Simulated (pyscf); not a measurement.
`[SiH3][N]([SiH3])[SiH3]` + `[H][H]` → `[SiH3][NH][SiH3]` + `[SiH4]`, a four-centre exchange (singlet surface; N–Si, H–H broken, H–N, H–Si formed). Structures and frequencies: ωB97X-D3(BJ)/def2-SVP in PySCF. Energies in kJ/mol from the separated reactants.

Small-basis levels: PySCF, no dispersion term, spherical d functions. GFN2-xTB: tblite. Cost: rough CPU time at the saddle relative to B3LYP/6-31G*, from one job on a shared machine.

```
level                   barrier  reaction energy        cost
----------------------  -------  ---------------  ----------
HF/3-21G                  286.2            +25.2        0.05
HF/6-31G*                 304.0            +10.1        0.08
MP2/6-31G*                271.7            +48.8         0.1
SVWN5/6-31G*              153.5            +29.1         0.9
BP86/6-31G*               206.6            +18.9           1
B3LYP/STO-3G              257.6            +20.4         0.5
B3LYP/3-21G               214.5            +16.1         0.7
B3LYP/LANL2DZ             229.3            -12.8         0.6
B3LYP/6-31G*              235.8            +17.1           1
B3LYP/6-311+G**           229.9             +9.5           2
B3LYP/def2-SVP            217.5             +7.1           1
GFN2-xTB                  151.3             -9.7  under 0.02
ωB97M-D3(BJ)/def2-TZVP    221.6            +34.4           –
```

Against the last row the barrier runs from -70.2 (GFN2-xTB) to +82.4 kJ/mol (HF/6-31G*). ωB97M-D3(BJ)/def2-TZVP has limits of its own. One saddle was located; it need not be the lowest between these sides.
